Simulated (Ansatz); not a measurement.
Rock-salt HfC was calculated with r²SCANh (plane waves, PAW; Ansatz, a quantum-chemistry and plane-wave program).

Run with plane-wave cutoff 520 eV, 10×10×10 k mesh, Fermi–Dirac smearing 0.05 eV, scalar-relativistic PAW data made under PBE.

Results at a series of volumes:

| V (Å³/atom) | E − E_lowest (meV/atom) | P (GPa) |
|---|---|---|
| 11.863 | 26.39 | 14.10 |
| 12.282 | 2.71 | 4.27 |
| 12.487 | 0.00 | 0.02 |
| 12.799 | 5.78 | -5.83 |
| 13.112 | 22.29 | -11.01 |

Task: Fit the third-order Birch–Murnaghan equation and give B0 and B′.

Result: V0 = 12.488 Å³/atom, B0 = 248 GPa, B′ = 3.9 (fit to the energies at full precision).

Measured, for comparison: bulk modulus 242 GPa (room temperature, not corrected to a static lattice, our sources range from 242 to 286; as tabulated in Synthesis of Binary Transition Metal Nitrides, Carbides and Borides from the …); equilibrium volume per atom 12.47 Å³/atom (temperature not stated, not corrected to a static lattice; as tabulated in Zhang et al. (2018), doi:10.1088/1367-2630/aac7f0). Computed (rounded) less measured: bulk modulus not scored (sources differ), equilibrium volume per atom +0.2 %.

Spin–orbit coupling is not included.

Computed values are for the static lattice.
